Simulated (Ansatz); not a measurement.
A made-up structure of C$_{2}$H$_{2}$B, doublet:

```
5
angstrom
B -2.0992 -0.1914 -0.0913
C -0.7456 -0.0680 -0.0325
C 0.5637 0.0514 0.0246
H -0.3603 0.8482 0.3359
H 1.0609 1.0199 -0.0381
```

It is relaxed with PBE-D4/def2-SVP and then PBE0-D4/def2-TZVP (Ansatz 0.2.0). Atoms count as bonded within 1.22 times the sum of their covalent radii (H–H: 0.88 Å). The end point is not checked to be a true minimum.

Task: Does its bonding change? (A judgement: the text doesn't fix the answer.)

Result: By the calculation: Yes. Formed: B1–C3; broken: C3–H4.

Where it ends: The first stage lowers the energy by 4.87 eV in 18 steps. It ends as C₂H₂B ([B]1[CH][CH]1):
| atom | x (Å) | y (Å) | z (Å) |
| --- | --- | --- | --- |
| B1 | -1.0587 | -0.7174 | -0.2910 |
| C2 | -0.8884 | 0.6380 | 0.2342 |
| C3 | 0.2228 | -0.0211 | -0.1697 |
| H4 | -1.1436 | 1.6012 | 0.6543 |
| H5 | 1.2873 | 0.1595 | -0.2292 |

Labels in which every atom is bracketed show which atoms are joined, not bond orders.

For scale, one of the runs: PBE0-D4/def2-TZVP relaxation, 105 basis functions, launched by `ansatz run in.yaml --threads 2 --pin off --events-out ev --progress --plain --max-ram 4352MiB`. The run took about 7.5 s on 2 CPU threads of an Arm Neoverse V2 (shared host).
